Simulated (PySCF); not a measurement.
## How far each method lies from full CI for SiO⁺, doublet

Geometry: that of the SiO, singlet, kept fixed.

```tsv
atom	x (Å)	y (Å)	z (Å)
Si	0.0000	0.0000	0.0000
O	0.0000	0.0000	1.5088
```

Basis 6-31G; PySCF 2.14.0. Correlated methods freeze the noble-gas cores, which leaves 9 electrons in 16 orbitals. R marks a restricted (for open shells ROHF) determinant, U an unrestricted one.

Full CI is exact within this basis and frozen core; it isn't the basis-set limit. The frozen core follows each run's orbitals, which can shift R against U totals by a few meV.

The determinant for coupled cluster was chosen by a search with trial CCSD, here up to 0.20 eV above the lowest Hartree–Fock solution of its kind, and MP2 stands on that determinant too.

* UHF ⟨S²⟩: 0.876
* ⟨S²⟩ of the determinant under UCCSD: 0.793
* T1 diagnostic (ROHF- or RHF-based CCSD): 0.1117
* largest doubles amplitude (ROHF- or RHF-based CCSD): 0.129

| level | E − E(determinant under the R cluster runs) (eV) |
| --- | --- |
| RMP2 | -4.0547 |
| RCCSD | -4.9994 |
| RCCSD(T) | -5.1811 |

Question: Estimate how far full CI in 6-31G lies from RCCSD(T). The table doesn't fix it; the size of (T) and the diagnostics are the guide.

Answer: Full CI in 6-31G lies 8.6 kJ/mol below RCCSD(T), which is 49 % of the (T) step (-17.5 kJ/mol). T1 is very large, a doubles amplitude is large, and the rest is a large part of (T). The miss exceeds 1 kcal/mol.

The other levels:

```csv
level,E − E(full CI) (kJ/mol),share of correlation (%),wall time
RCCSDT,3.0,99.41,5.9 s
```

The correlation energy at full CI, counted from the determinant under the R cluster runs, is -5.271 eV. Full CI, over all symmetries tried, took 2.6 min on 1 thread of Arm Neoverse V1, shared host; the state has 1,989,600 determinants.

Run but not shown, since their state, orbitals or frozen core can't be matched to the reference's or they repeat it: RHF, UHF, UMP2, UCCSD, UCCSD(T), UCCSDT.

Times are those of the correlated step on a shared host, with one SCF added for the restricted CCSD run; they ran on 1 thread of Arm Neoverse V1.

The full-CI state has the irrep A1 of C2v, in the program's axes (one component, if the state is degenerate).

Natural occupations of full CI about the gap: 1.986 1.923 1.923 1.907 1.032 0.081 0.081 0.032 0.010 0.008; effectively unpaired electrons, Σ n²(2−n)², 1.13.
